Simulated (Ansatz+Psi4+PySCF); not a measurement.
Values are calculated unless marked as measured or tabulated.
A run of Psi4 1.11 on singlet O₃ at this shape:

```xyz
3

O     0.0000    1.1038   -0.2285
O     0.0000    0.0000    0.4571
O     0.0000   -1.1038   -0.2285
```

Its results:

| Quantity | Value |
| --- | --- |
| Converged | yes |
| Total energy | -224.32871 hartree |
| Spin squared of the determinant | 0.000 |
| Occupied orbitals by symmetry in an Abelian subgroup (alpha; beta) | 6 A1 1 A2 1 B1 4 B2; 6 A1 1 A2 1 B1 4 B2 |

(1) Which input gives this output? Name the method, the orbitals and the basis set, and write the input.

Answers

(1) RHF in cc-pVTZ. An unrestricted run that stays on the closed shell gives the same numbers.

```
molecule {
0 1
O 0.000000 1.103810 -0.228540
O 0.000000 0.000000 0.457080
O 0.000000 -1.103810 -0.228540
}

set basis cc-pVTZ
set reference rhf
set scf_type pk
energy('scf')
```

Caution: unrestricted orbitals would lower the determinant.
